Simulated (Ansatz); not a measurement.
# Relative stability

Two relaxed structures of LiMgSiH₃, singlet (PBE0-D4/def2-TZVP; forces vanish, vibrations not checked).

A:

```csv
atom,x (Å),y (Å),z (Å)
Li1,-2.8683,-0.5806,0.3683
Si2,-0.6144,-0.1782,-0.4677
Mg3,1.4407,0.4009,0.9278
H4,-0.1181,-1.3525,-1.2828
H5,-0.6072,0.9225,-1.5060
H6,2.7674,0.7879,1.9604
```

B:

```xyz
6
angstrom
Li -2.9397 -0.7179 0.1354
Si -0.6915 -0.2667 -1.0102
Mg -0.7535 -0.0298 1.5217
H 0.3378 -1.2665 -1.4567
H -0.2419 1.0056 -1.6722
H -2.5269 -0.4327 1.9001
```

Program: Ansatz 0.2.0. Basis: def2-TZVPP. Cores are frozen in the correlated methods. The outer core shell of Li, Na, Mg and K is correlated. The def2 sets are not built for correlating such inner shells, so the correlated values are less sure here. B3LYP uses VWN-RPA correlation.

(1) Which structure is lower at CCSD(T), and by how much? (Judge from chemistry; the value comes from the calculation.)

(2) Do the other methods give the same order? (A judgement: the text doesn't fix the answer.)

No T1 diagnostic of these runs exceeds 0.015. The restricted Hartree–Fock reference is unstable towards an unrestricted one at one or more of these structures.

## Answers

(1) Computed: A, by 0.016 eV (electronic energy, against the other); a gap this small isn't resolved in one triple-zeta basis. By their contacts, A is LiMgSiH₃ ([Li][SiH2][MgH]) and B is LiMgSiH₃ ([H]1[Li]2[SiH2][Mg]12).

(2) Computed: Not all: PBE-D4, B3LYP-D4 give the other order.

```csv
method,E(B) − E(A) (eV)
PBE-D4,-0.056
r2SCAN-D4,0.017
PBE0-D4,0.023
B3LYP-D4,-0.022
wB97M-V,0.102
HF,0.202
MP2,0.079
CCSD,0.061
CCSD(T),0.016
```

Labels in which every atom is bracketed show which atoms are joined, not bond orders.

For scale, one of the runs: CCSD(T)/def2-TZVPP, 135 basis functions, launched by `ansatz run in.yaml --threads 2 --pin off --events-out ev --progress --plain --max-ram 4352MiB`. The run took 13 s on 2 CPU threads of an Arm Neoverse V2 (shared host), with 0.75 GiB of host memory at its peak.
